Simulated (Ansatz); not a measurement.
# Two-coordinate energy map

AlSiH5O (SMILES [AlH2][O][SiH3]), singlet, PBE0-D4/def2-TZVP minimum:

```xyz
8
angstrom
Al -0.9976 1.0712 -1.1536
O -0.0933 0.0882 -0.1321
Si 0.7850 -0.8361 0.8723
H -2.4357 0.5748 -1.5764
H -0.3556 2.4322 -1.6325
H 1.6296 -1.7752 0.0872
H -0.1084 -1.6242 1.7628
H 1.6682 0.0123 1.7165
```

Rows set the bond length Si3–H6 (Å; 1.487 at the minimum), columns the angle O2–Al1–H4 (°; 118.0), set in this order; the parts move rigidly, in a bend the first-named atom's side turns in the plane, and in a torsion the whole end group turns. CCSD(T) energies count from the value at that structure, in kJ/mol. Program: Ansatz 0.2.0. Basis: def2-TZVPP. Cores are frozen in the correlated methods.

| Si3–H6 \ O2–Al1–H4 | 88.0 | 98.0 | 108.0 | 118.0 | 128.0 | 138.0 | 148.0 |
| --- | --- | --- | --- | --- | --- | --- | --- |
| 1.219 | 157.8 | 119.3 | 97.5 | 90.5 | 97.6 | 119.5 | 158.3 |
| 1.311 | 99.9 | 61.4 | 39.7 | 32.7 | 39.8 | 61.7 | 100.4 |
| 1.444 | 68.4 | 29.9 | 8.2 | 1.2 | 8.3 | 30.2 | 68.9 |
| 1.600 | ? | 39.1 | 17.4 | ? | 17.5 | 39.3 | 78.0 |
| 1.773 | 116.6 | 78.2 | 56.6 | 49.6 | 56.7 | 78.5 | 117.1 |
| 1.959 | 172.1 | 133.8 | 112.2 | 105.3 | 112.3 | ? | 172.6 |
| 2.156 | 233.1 | 194.9 | 173.3 | 166.4 | 173.5 | 195.2 | 233.6 |

Task: Fill in the withheld cells. (An estimate is asked for; the value comes from the calculation.)

Result: Computed: (1.600, 88.0): 77.5; (1.600, 118.0): 10.4; (1.959, 138.0): 134.1 kJ/mol. These count from the CCSD(T) energy at the PBE0-D4 minimum.

The same grid for a cheaper method: PBE-D4 − CCSD(T), both counted from the minimum, in kJ/mol:
| Si3–H6 \ O2–Al1–H4 | 88.0 | 98.0 | 108.0 | 118.0 | 128.0 | 138.0 | 148.0 |
| --- | --- | --- | --- | --- | --- | --- | --- |
| 1.219 | 0.1 | 3.3 | 5.0 | 5.5 | 5.0 | 3.3 | 0.1 |
| 1.311 | -1.3 | 1.9 | 3.5 | 4.1 | 3.6 | 1.9 | -1.3 |
| 1.444 | -4.3 | -1.1 | 0.6 | 1.1 | 0.6 | -1.1 | -4.3 |
| 1.600 | -8.5 | -5.3 | -3.6 | -3.1 | -3.6 | -5.3 | -8.5 |
| 1.773 | -14.2 | -11.1 | -9.4 | -8.9 | -9.4 | -11.1 | -14.2 |
| 1.959 | -20.3 | -17.1 | -15.5 | -15.0 | -15.5 | -17.1 | -20.3 |
| 2.156 | -24.0 | -20.9 | -19.2 | -18.7 | -19.2 | -20.9 | -24.0 |

T1 diagnostic: at most 0.015.

For scale, one of the runs: CCSD(T)/def2-TZVPP, 185 basis functions (an equivalent command: `ansatz run in.yaml --threads 2`). Time: 31 s of wall clock on 2 CPU threads; the host was shared. Peak host memory: 1.7 GiB.
